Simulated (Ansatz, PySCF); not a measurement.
Reaction: HF (fluorane, SMILES F) → HF+ (parent SMILES F, doublet) + e-
Each species at its own B3LYP-D3(BJ)/def2-TZVP minimum (Ansatz, a quantum-chemistry and plane-wave program).

Total energies in hartree (Ansatz). Open shells are spin-unrestricted; no spin-orbit coupling. Cores are frozen in correlated methods. No relativity.

```csv
species,HF/cc-pVTZ,CCSD(T)/cc-pVTZ,HF/cc-pVQZ,CCSD(T)/cc-pVQZ,CCSD(T)/cc-pV5Z,CCSDT(Q)/cc-pV5Z
"1: HF (fluorane, SMILES F)",-100.05760,-100.33830,-100.06726,-100.37310,-100.38511,-100.38535
"2: HF+ (parent SMILES F, doublet)",-99.53598,-99.75737,-99.54443,-99.78493,-99.79429,-99.79460
```

Work out the adiabatic ionisation energy (0 K, zero-point energies from PySCF's Hessians at B3LYP-D3(BJ)/def2-TZVP) in eV: take Hartree-Fock from cc-pVQZ, extrapolate the CCSD(T) correlation energy as X^-3 (X = 3, 4), and add CCSDT(Q) - CCSD(T) in cc-pV5Z. The further terms named in the bracket sum to -0.00249 hartree. 1 hartree = 27.211 eV.


Species 1: correlation (64·(-0.30584) - 27·(-0.28070))/37 = -0.32419; step -0.00024; E1 = -100.06726 + (-0.32419) + (-0.00024) = -100.39169
Species 2: correlation (64·(-0.24050) - 27·(-0.22139))/37 = -0.25445; step -0.00031; E2 = -99.54443 + (-0.25445) + (-0.00031) = -99.79919
-1·E1 +1·E2 -0.00249 = 0.59001 hartree = 16.06 eV. Measured: 16.03 eV (CCCBDB table in ASE). The composite differs from it by +0.03 eV; core, relativistic and spin-orbit terms are not in it.
